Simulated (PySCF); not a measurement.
Species: N₂.
Structure used (PBE0-D3(BJ)/def2-SVP), in Å, numbered top down from 1:
```xyz
2
N2 angstrom
N      0.571   -0.057    0.007
N     -0.527   -0.033   -0.001
```

Theory: core-valence-separated Tamm–Dancoff BHandHLYP/aug-pcX-1 in PySCF, non-relativistic, gas phase, PBE0-D3(BJ)/def2-SVP geometry. The energies are unshifted.

Question: List the nitrogen K-edge absorption lines.

Answer: 
```csv
E (eV),f,core hole on,main final orbital,polarisation
397.84,0.2822,N1/N2,"LUMO/LUMO+1 (4 roots, f summed)",across the axis
404.59,0.0104,N1/N2,"LUMO+5 (2 roots, f summed)",along the axis
405.15,0.0000,N1/N2,"LUMO+3/LUMO+4 (2 roots, f summed)",–
405.19,0.0087,N1/N2,"LUMO+3/LUMO+4 (2 roots, f summed)",across the axis
```

The first line with a tenth or more of the strongest one's intensity is at 397.84 eV (f = 0.282, sum of 4), with the hole on N1/N2 (nitrogen bonded to N), polarised across the axis: a 1s→π* resonance. It is also the strongest listed.

Roots within 0.03 eV whose holes lie on the same, on equivalent or on shared atoms are summed into one line, and the highest roots are left out, as the search may have cut off their partners. Final orbitals are the ground state's empty Kohn–Sham orbitals. A dash: too weak, shared between unlike atoms, or no plane or axis to refer to.

Question: What is the summed oscillator strength of the listed N K lines, and their intensity-weighted mean energy?

Answer: Σf = 0.301 over 4 lines from 397.84 to 405.19 eV; the weighted mean is 398.28 eV. The strongest line holds 94 % of the sum.

The list ends where the root search ended, not at a threshold.

On one thread of an Intel Xeon at 2.70 GHz (shared host), this took 0.78 s and 0.27 GiB of memory at its peak.
